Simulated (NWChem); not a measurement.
Program: NWChem. System: dichloromethane (CH$_{2}$Cl$_{2}$), charge 0, spin multiplicity 1, at a geometry optimised with B3LYP/def2-SVP. Level: B3LYP/cc-pVTZ, VWN1-RPA local correlation.

The NWChem input:

```
start mol
memory heap 200 mb stack 900 mb global 1100 mb
geometry units angstroms nocenter noautoz
  Cl     1.493699     0.000000     0.215823
  C      0.000000     0.000000    -0.762074
  Cl    -1.493699     0.000000     0.215823
  H      0.000000     0.902599    -1.382769
  H      0.000000    -0.902599    -1.382769
  symmetry group C2v
end
basis spherical
  * library cc-pvtz
end
dft
  xc b3lyp
  semidirect memsize 60000000 filesize 0
  iterations 100
end
task dft energy
```

NWChem printed:

```
             Northwest Computational Chemistry Package (NWChem) 7.3.0
             --------------------------------------------------------

                                NWChem Input Module
                                -------------------

 Scaling coordinates for geometry "geometry" by  1.889725989
 (inverse scale =  0.529177249)

 Turning off AUTOSYM since
 SYMMETRY directive was detected!

                             Geometry "geometry" -> ""
                             -------------------------

 Output coordinates in angstroms (scale by  1.889725989 to convert to a.u.)

  No.       Tag          Charge          X              Y              Z
 ---- ---------------- ---------- -------------- -------------- --------------
    1 Cl                  17.0000     1.49369900     0.00000000     0.21582300
    2 C                    6.0000     0.00000000     0.00000000    -0.76207400
    3 Cl                  17.0000    -1.49369900     0.00000000     0.21582300
    4 H                    1.0000     0.00000000     0.90259900    -1.38276900
    5 H                    1.0000     0.00000000    -0.90259900    -1.38276900

 Effective nuclear repulsion energy (a.u.)     132.9528830496

            Nuclear Dipole moment (a.u.)
            ----------------------------
        X                 Y               Z
 ---------------- ---------------- ----------------
     0.0000000000     0.0000000000    -0.0000000000

      Symmetry information
      --------------------

 Group name             C2v
 Group number             16
 Group order               4
 No. of unique centers     3

      Symmetry unique atoms

     1    2    4


 Summary of "ao basis" -> "" (spherical)
 ------------------------------------------------------------------------------
       Tag                 Description            Shells   Functions and Types
 ---------------- ------------------------------  ------  ---------------------
 *                          cc-pvtz                   on all atoms

                                 NWChem DFT Module
                                 -----------------
[...]
 Vector   21  Occ=2.000000D+00  E=-3.109847D-01  Symmetry=b2
              MO Center=  8.2D-14, -3.4D-15,  2.0D-03, r^2= 3.4D+00
   Bfn.  Coefficient  Atom+Function         Bfn.  Coefficient  Atom+Function
  ----- ------------  ---------------      ----- ------------  ---------------
    10      0.358246  1 Cl py                74      0.358246  3 Cl py
    16      0.261570  1 Cl py                80      0.261570  3 Cl py
    13      0.183688  1 Cl py                77      0.183688  3 Cl py
   100     -0.127249  4 H  s                114      0.127249  5 H  s
    43     -0.119008  2 C  py                40     -0.109032  2 C  py

 Vector   22  Occ=0.000000D+00  E=-2.078413D-02  Symmetry=a1
              MO Center= -4.7D-14,  7.6D-15, -2.5D-01, r^2= 4.1D+00
   Bfn.  Coefficient  Atom+Function         Bfn.  Coefficient  Atom+Function
  ----- ------------  ---------------      ----- ------------  ---------------
    38      1.644648  2 C  s                 15      0.529000  1 Cl px
    79     -0.529000  3 Cl px                 5     -0.505251  1 Cl s
    69     -0.505251  3 Cl s                101     -0.442108  4 H  s
   115     -0.442108  5 H  s                 47      0.374706  2 C  pz
    36      0.349893  2 C  s                  9      0.237063  1 Cl px

 Vector   23  Occ=0.000000D+00  E= 2.250174D-02  Symmetry=b1
              MO Center= -2.9D-18, -5.9D-16, -2.3D-01, r^2= 3.7D+00
   Bfn.  Coefficient  Atom+Function         Bfn.  Coefficient  Atom+Function
  ----- ------------  ---------------      ----- ------------  ---------------
    45      1.063531  2 C  px                 5     -0.677063  1 Cl s
    69      0.677063  3 Cl s                 17      0.480867  1 Cl pz
    81     -0.480867  3 Cl pz                15      0.460786  1 Cl px
    79      0.460786  3 Cl px                42      0.406848  2 C  px
    39      0.282875  2 C  px                11      0.170682  1 Cl pz

 Vector   24  Occ=0.000000D+00  E= 4.112428D-02  Symmetry=a1
              MO Center=  3.7D-14,  6.1D-14, -1.2D+00, r^2= 4.8D+00
   Bfn.  Coefficient  Atom+Function         Bfn.  Coefficient  Atom+Function
  ----- ------------  ---------------      ----- ------------  ---------------
    38      1.649120  2 C  s                101     -1.486643  4 H  s
   115     -1.486643  5 H  s                 47     -1.186306  2 C  pz
    44     -0.337855  2 C  pz                 5      0.315750  1 Cl s
    15     -0.315217  1 Cl px                69      0.315750  3 Cl s
    79      0.315217  3 Cl px               100     -0.235840  4 H  s

 center of mass
 --------------
 x =   0.00000000 y =   0.00000000 z =   0.07117642

 moments of inertia (a.u.)
 ------------------
          55.722146471186           0.000000000000           0.000000000000
           0.000000000000         607.088939782521           0.000000000000
           0.000000000000           0.000000000000         563.095023632613

     Multipole analysis of the density
     ---------------------------------

     L   x y z        total         alpha         beta         nuclear
     -   - - -        -----         -----         ----         -------
     0   0 0 0      0.000000    -21.000000    -21.000000     42.000000

     1   1 0 0      0.000000      0.000000      0.000000      0.000000
     1   0 1 0      0.000000      0.000000      0.000000      0.000000
     1   0 0 1     -0.661663     -0.330831     -0.330831     -0.000000

     2   2 0 0    -25.190484   -148.043297   -148.043297    270.896110
     2   1 1 0      0.000000      0.000000      0.000000      0.000000
     2   1 0 1      0.000000      0.000000      0.000000      0.000000
     2   0 2 0    -23.313367    -14.565976    -14.565976      5.818585
     2   0 1 1      0.000000      0.000000      0.000000      0.000000
     2   0 0 2    -22.149620    -26.952380    -26.952380     31.755140

 Task  times  cpu:        9.2s     wall:        9.2s

 Total times  cpu:        9.2s     wall:        9.2s
```
